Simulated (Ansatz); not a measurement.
# AlNaH (doublet): wave-function methods side by side at angle Na2–Al1–H3 = 106.3°, cc-pVDZ

How much of the correlation energy of AlNaH (doublet) does each wave-function method recover here?

Program: Ansatz 0.2.0, Gaussian basis. Level of theory: cc-pVDZ, core rule «outside noble gas», up to 10 orbitals frozen. These are calculated values, not measurements.

The runs, in order: UHF; CCSD(T) on ROHF; CCSD(T) on UHF; BCCD(T) on ROHF; CISD as a restricted active space (open shells left free, so some higher excitations enter); CCSDT(Q) on ROHF; CCSDT(Q) on UHF; CASSCF and MRCISD+Q, 3 electrons in 3 orbitals; CASSCF and NEVPT2, 3 electrons in 3 orbitals; Full CI.

28 further runs of the same task are left out: 16 for a known fault of the program, 7 that didn't finish, 5 set aside as unsound or not needed. Runs told in other sessions of the task aren't counted.

### 1 The system

The geometry derives from a PBE0/def2-TZVP stationary point (not a proven minimum). One angle is set to the value named; bond lengths are kept.

3 atoms, charge 0, spin multiplicity 2.

Atoms are counted from 1 here; the program's logs count them from 0.

Bond lengths: Al1–H3 1.640 Å.

### 2 UHF

Input file in.yaml:

```yaml
crystal:
  periodic: [false, false, false]
  atoms:
    - {symbol: Al, position_ang: [0.000000, -0.297088, 1.299684]}
    - {symbol: Na, position_ang: [0.000000, 0.298101, -1.615918]}
    - {symbol: H, position_ang: [0.000000, 1.153456, 2.065693]}
basis:
  gaussian: {orbitals: cc-pVDZ}
magnetization: {spin_polarized: true, initial_magnetization: 1}
hamiltonian: {xc: hf}
output: {orbitals: {seedname: orbitals}}
```

Run with:

```bash
> ansatz run in.yaml --threads 1 --pin off --events-out ev --progress --plain --max-ram 2393MiB
```

The runs that follow: CCSD(T) on ROHF; CCSD(T) on UHF; BCCD(T) on ROHF; CISD as a restricted active space (open shells left free, so some higher excitations enter); CCSDT(Q) on ROHF; CCSDT(Q) on UHF; CASSCF and MRCISD+Q, 3 electrons in 3 orbitals; CASSCF and NEVPT2, 3 electrons in 3 orbitals; Full CI.

Q: Predict the results of all the runs planned. Wanted: FCI from the RHF energy; RMP2 from FCI; UMP2 from FCI; RCCSD from FCI; RCCSD(T) from FCI; UCCSD(T) from FCI; RCCSDT(Q) from FCI; UCCSDT(Q) from FCI; T1 diagnostic.

The runs gave:

```
                         quantity                                                              value
          FCI from the ROHF energy                                                         -2.3642 eV
                    RMP2 from FCI                                                         +680.5 meV
                    UMP2 from FCI                                                         +714.2 meV
                   RCCSD from FCI                                                          +76.1 meV
                RCCSD(T) from FCI                                                          +21.7 meV
                UCCSD(T) from FCI                                                          +21.5 meV
               RCCSDT(Q) from FCI                                                           +0.5 meV
               UCCSDT(Q) from FCI                                                           +0.1 meV
levels within 1 kcal/mol (43 meV)  RCCSD(T), UCCSD(T), BCCD(T), RCCSDT, UCCSDT, RCCSDT(Q), UCCSDT(Q)
                    T1 diagnostic                                                              0.036
   effectively unpaired electrons                                                               1.09
```

**Reading.** RCCSD(T) misses by +21.7 meV, 0.9 % of the correlation energy. One determinant dominates. These misses are within one basis, not against nature; the frozen cores of restricted and unrestricted runs differ, which can shift their rows.

Levels on UHF freeze UHF's core orbitals, full CI those of ROHF, so the U rows can settle a little off it for that reason alone.

With open shells the CI space here admits some higher excitations, so it is larger than plain CISD.
